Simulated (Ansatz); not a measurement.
`N/C=C/CS` and `N/C=C/C=O` differ in one atom or group.

Ansatz, PBE0-D4/def2-TZVP geometries, multiplicity 1. Each molecule was computed in one conformer, which needn't be the lowest.

| property | `N/C=C/CS` |
| --- | --- |
| HOMO–LUMO gap (PBE/def2-TZVPP) / eV | 4.50 |
| HOMO energy (PBE0/def2-TZVPP) / eV | -5.99 |
| HOMO–LUMO gap (PBE0/def2-TZVPP) / eV | 6.56 |
| HOMO–LUMO gap (B3LYP/def2-TZVPP) / eV | 6.10 |
| LUMO energy (PBE/def2-TZVPP) / eV | -0.39 |
| LUMO energy (B3LYP/def2-TZVPP) / eV | 0.30 |

Question: Give the same properties after the change, and the shifts. (Estimate.)

Answer: The calculation gave: 
| property | `N/C=C/C=O` | shift |
| --- | --- | --- |
| HOMO–LUMO gap (PBE/def2-TZVPP) / eV | 3.44 | -1.06 |
| HOMO energy (PBE0/def2-TZVPP) / eV | -6.66 | -0.67 |
| HOMO–LUMO gap (PBE0/def2-TZVPP) / eV | 5.95 | -0.61 |
| HOMO–LUMO gap (B3LYP/def2-TZVPP) / eV | 5.53 | -0.57 |
| LUMO energy (PBE/def2-TZVPP) / eV | -1.66 | -1.27 |
| LUMO energy (B3LYP/def2-TZVPP) / eV | -0.93 | -1.23 |

With PBE0 the HOMO falls by 0.67 eV and the LUMO falls by 1.26 eV, so the gap narrows by about 0.59 eV. PBE moves the HOMO by -0.21 eV and ωB97M-V by -0.58 eV.

B3LYP here is the variant with VWN-RPA as its local correlation; programs differ in this.
